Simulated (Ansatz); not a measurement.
# ClF (singlet): wave-function methods side by side, 6-31G*

An exercise on one series of results from a longer session: the logs are not shown, and one member is left open.

The runs use Ansatz 0.2.0, Gaussian basis; 6-31G*, core rule «outside noble gas», up to 6 orbitals frozen.

To be run: UHF; CCSD(T) on RHF; BCCD(T) on RHF; CISD; CCSDT(Q) on RHF; CISDTQ; CCSDTQ on RHF; CASSCF and MRCISD+Q, 14 electrons in 8 orbitals; CASSCF and NEVPT2, 14 electrons in 8 orbitals.

9 further runs of the same task are left out: 9 set aside as unsound or not needed.

## The geometry

The geometry is an MP2(full)/6-31G* stationary point (not a proven minimum).

2 atoms, charge 0, spin multiplicity 1.

Atoms are counted from 1 here; the program's logs count them from 0.

Bond lengths: F1–Cl2 1.659 Å.

As a file:

```xyz
2
charge 0, multiplicity 1
F     0.0000    0.0000    0.0000
Cl    0.0000    0.0000    1.6591
```

Set-up of the first run:

Contents of in.yaml:

```yaml
crystal:
  periodic: [false, false, false]
  atoms:
    - {symbol: F, position_ang: [0.000000, 0.000000, 0.000000]}
    - {symbol: Cl, position_ang: [0.000000, 0.000000, 1.659096]}
basis:
  gaussian: {orbitals: "6-31G*"}
magnetization: {spin_polarized: true, initial_magnetization: 0}
hamiltonian: {xc: hf}
output: {orbitals: {seedname: orbitals}}
```

Started as:

```
> ansatz run in.yaml --threads 1 --pin off --events-out ev --progress --plain --max-ram 4096MiB --backend cpu
```

Among the steps run: UHF; CCSD(T) on RHF; BCCD(T) on RHF; CISD; CCSDT(Q) on RHF; CISDTQ; CCSDTQ on RHF; CASSCF and MRCISD+Q, 14 electrons in 8 orbitals; CASSCF and NEVPT2, 14 electrons in 8 orbitals.

One of the session's tables, all rows but one given; the rest of the session is left out.

It belongs to the step «Misses and costs». 

```
          method  from RCCSDTQ (kJ/mol)
             RHF                 +874.3
            RMP2                  +63.5
            CISD                  +82.2
           RCCSD                  +22.4
        RCCSD(T)                      ?
         BCCD(T)                   +3.1
          RCCSDT                   +2.1
          CISDTQ                   +4.4
       RCCSDT(Q)                   -0.1
         RCCSDTQ                      0
  CASSCF valence                 +765.7
  NEVPT2 valence                 +136.0
  MRCISD valence                  +62.6
MRCISD+Q valence                   +9.9
```

Q: Estimate the row for RCCSD(T) from the others.

**Answer.** from RCCSDTQ (kJ/mol): +3.3. In the column «from RCCSDTQ (kJ/mol)» it lies between BCCD(T) (+3.1) and CISDTQ (+4.4).
